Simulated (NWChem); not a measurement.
# Correlation energy of H₄Si

```xyz
5

Si     0.0000     0.0000     0.0000
H      1.2187     0.0000     0.8618
H     -1.2187     0.0000     0.8618
H      0.0000    -1.2187    -0.8618
H      0.0000     1.2187    -0.8618
```
Charge 0, spin multiplicity 1.

The numbers come from NWChem runs, not from measurements. Structure: optimised with PBE0/def2-SVP, a minimum by its harmonic frequencies.

Basis set: cc-pVDZ. Each correlation energy counts from its own Hartree-Fock reference.

The correlated methods keep 5 core orbitals frozen. The structure started from a generated list of species. Coupled-cluster values serve here as a point of comparison, not as the truth.

One of these methods gave a correlation energy of -149.9 mHa. Which?
A. RI-MP2
B. CCSD(T)
C. SCS-MP2
D. CCSD

B, CCSD(T). The others give -129.3 (SCS-MP2), -147.5 (CCSD), -116.3 (RI-MP2).
